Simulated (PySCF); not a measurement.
Compound: C2H5N (triplet state).
Bonds: C1–C2, C2–N3. Hydrogens: H4, H5, H6 on C1; H7, H8 on C2.

A GFN2-xTB structure was refined with PySCF, PBE0-D3(BJ)/def2-SVP geometry optimisation, gas phase. Its GFN2-xTB values:

| coordinate | GFN2-xTB |
| --- | --- |
| C1–C2 | 1.550 Å |
| C1–H4 | 1.086 Å |
| C2–N3 | 1.349 Å |
| C2–H7 | 1.109 Å |
| C1–C2–N3 | 114.1° |
| C1–C2–H7 | 108.1° |
| C2–C1–H4 | 109.8° |
| C2–C1–H5 | 109.4° |
| N3–C2–H7 | 109.9° |
| H4–C1–H5 | 109.6° |
| H7–C2–H8 | 106.6° |

Task: How do these coordinates change at the PBE0-D3(BJ)/def2-SVP level?

Result: 
```tsv
coordinate	PBE0-D3(BJ)/def2-SVP (Å or °)	change
C2–N3	1.408	+0.059
C1–C2	1.530	-0.020
C1–H4	1.100	+0.014
C2–H7	1.112	+0.003
C1–C2–H7	110.1	+2.0
C2–C1–H5	110.8	+1.4
H4–C1–H5	108.4	-1.2
C1–C2–N3	112.9	-1.2
N3–C2–H7	108.9	-1.0
H7–C2–H8	105.7	-0.9
C2–C1–H4	110.4	+0.6
```

The energy falls by 1.7 kcal/mol over 5 energy and gradient evaluations, the largest force component goes from 0.0289 to 1.6e-04 Eh/bohr, and the atoms move by 0.022 Å rms after alignment. The bond that changes most is C2–N3 (ends: carbon bonded to C, N and 2 H; nitrogen bonded to C), which lengthens by 0.059 Å. Bonds longer at the end by more than 0.005 Å: 4 of 7; shorter: 1. Rotational constants go from 39673, 10212, 9042 to 37992, 10094, 8865 MHz.

The run used 67 basis functions and 33 SCF cycles in all. Time: 12 s of wall time. Hardware: x86-64 server, one thread, on a shared host.

Not checked by PBE0-D3(BJ)/def2-SVP frequencies. ⟨S²⟩ = 2.008 (exact for a triplet: 2.00).
